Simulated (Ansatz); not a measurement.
Frontier orbitals of `NBN`.

```xyz
8

N     0.056   -0.490   -1.152
B     0.471    0.065    0.075
N    -0.432    0.438    1.091
H    -0.902   -0.663   -1.402
H     0.711   -0.749   -1.864
H     1.645    0.227    0.263
H    -0.119    0.831    1.959
H    -1.430    0.342    1.029
```

Total charge 0; spin multiplicity 1. Geometry: relaxed with PBE0-D4/def2-TZVP. It is one conformer, not always the lowest. Basis def2-TZVPP, Ansatz 0.2.0.

A caution on the coupled-cluster cation, which keeps the state that its UHF reference found: spin contamination of the cation.

Orbital energies of one run (eV). Highest occupied ones, from the top: -5.42, -7.24, -7.77, -10.12, -11.78, -12.41, -12.61, -20.59, -21.32, -176.39, -380.07, -380.08. Empty: 0.33, 0.94, 1.06, 1.31, 2.60, 2.97.

(1) Which functional gave them?
A. revPBE
B. B3LYP
C. B97M-V
D. CAM-B3LYP

## Answers

(1) A. HOMO energies: revPBE -5.42, B3LYP -6.64, CAM-B3LYP -8.31, B97M-V -5.85 eV.

B3LYP here is the variant with VWN-RPA as its local correlation; programs differ in this.
